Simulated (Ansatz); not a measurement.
in.yaml

```yaml
crystal:
  periodic: [false, false, false]
  atoms:
    - {symbol: C, position_ang: [-0.038069, 0.000000, 0.594250]}
    - {symbol: C, position_ang: [-0.051739, 0.000000, -0.833421]}
    - {symbol: H, position_ang: [1.788734, -0.000006, 0.621145]}
    - {symbol: H, position_ang: [-0.359290, 0.912927, 1.114416]}
    - {symbol: H, position_ang: [-0.359296, -0.912924, 1.114416]}
basis:
  gaussian: {orbitals: cc-pVDZ}
magnetization: {spin_polarized: false, initial_magnetization: 1}
correlation: {active_space: {window: {electrons: 7, orbitals: 4}}}
accuracy: high
```

```sh
$ ansatz run in.yaml --threads 1 --pin off --events-out ev --progress --plain --max-ram 2393MiB
```

Roughly how long does this take on 1 thread of AMD EPYC 9R45, shared host, and how much host memory?

1.3 s wall and 0.23 GiB.

```
979 factors; integrals over basis functions are off by at most 3.0e-9 eV
mean field evaluation 1: about -2099.4940 eV, gradient 1.8e1 eV
mean field evaluation 2: about -2099.4950 eV, gradient 1.8e1 eV
mean field evaluation 4: about -2101.3333 eV, gradient 2.4e0 eV
mean field evaluation 8: about -2101.3805 eV, gradient 4.0e-4 eV
mean field evaluation 16: about -2094.0332 eV, gradient 1.0e1 eV
mean field evaluation 32: about -2099.3327 eV, gradient 1.4e1 eV
mean field evaluation 64: about -2101.4067 eV, gradient 2.2e-8 eV
mean field -2101.40673943 eV, -77.2252732893 hartree, gradient 3.3e-8 eV, S^2 0.750000; 3 other end points of the search recorded, 0 dependent functions left out
reference -2101.40673943 eV, -77.2252732893 hartree; 8, 7 occupied and 35, 36 virtual orbitals, 979 factors
state -2101.40673943 eV, -77.2252732893 hartree
Total energy: -2101.40673943 eV, -77.2252732893 hartree
```
